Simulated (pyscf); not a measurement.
Single points on ωB97X-D3(BJ)/def2-SVP structures (PySCF, gas phase). Correlated levels are frozen-core, on RHF or UHF. ΔMP2 is the change of the MP2 total energy from the triple- to the quadruple-zeta basis.

Q: How much does it cost (ΔH, 298 K, CCSD(T)/def2-TZVPP + ΔMP2(QZVPP)) to split `[BH2][C]#[CH]` at its B–C bond into BH₂• + •C≡CH?

A: B–C to BH₂• + •C≡CH: 6.36 eV. The radicals are drawn with the spin at the cut bond; how far it spreads was not checked. The CCSD(T) − MP2 part came from Ansatz, without density fitting, on the same reference. An open-shell T1 diagnostic exceeds 0.045. A UHF reference is spin-contaminated (<S²> up to 1.15), which harms MP2 most. C₂H has a Π state close over its Σ ground state, and the state reached was not checked.
